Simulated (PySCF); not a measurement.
Delta-SCF ions had no search for a lower state. Excitations are Tamm–Dancoff values on a coarser integration grid. The basis has no diffuse functions, so Rydberg states are missing or too high.

**cyclo[20]carbon `C1#CC#CC#CC#CC#CC#CC#CC#CC#CC#C1` (charge 0, multiplicity 1)**

The numbers are results of CAM-B3LYP-D3(BJ)/def2-SVP in PySCF, not measurements.

The HOMO is -7.42 eV and the dipole moment is 0.000 e·Å. The LUMO is -2.82 eV, the HOMO–LUMO gap is 4.60 eV and the S1 excitation (TDA) comes out as 2.00 eV. The S1 oscillator strength comes out as 0.000, the T1 excitation (TDA) is 1.58 eV and the S1–T1 gap (TDA) is 0.42 eV. The vertical ionisation energy (Delta-SCF) is 7.96 eV. The vertical electron affinity (Delta-SCF) comes out as 2.29 eV, the total energy is -20693.92 eV and the cost is around 40 core-minutes (rough).

Bonds (Å): C1–C2 1.225, C1–C20 1.365, C2–C3 1.365, C3–C4 1.225, C4–C5 1.365, C5–C6 1.225, C6–C7 1.365, C7–C8 1.225, C8–C9 1.365, C9–C10 1.225, C10–C11 1.365, C11–C12 1.225, C12–C13 1.365, C13–C14 1.225, C14–C15 1.365, C15–C16 1.225, C16–C17 1.365, C17–C18 1.225, C18–C19 1.365, C19–C20 1.225. Bond angles (°): C2–C1–C20 163.7, C1–C2–C3 160.3, C2–C3–C4 163.7, C3–C4–C5 160.3, C4–C5–C6 163.7, C5–C6–C7 160.3, C6–C7–C8 163.7, C7–C8–C9 160.3, C8–C9–C10 163.7, C9–C10–C11 160.3, C10–C11–C12 163.7, C11–C12–C13 160.3, C12–C13–C14 163.7, C13–C14–C15 160.3, C14–C15–C16 163.7, C15–C16–C17 160.3, C16–C17–C18 163.7, C17–C18–C19 160.3, C18–C19–C20 163.7, C1–C20–C19 160.3.
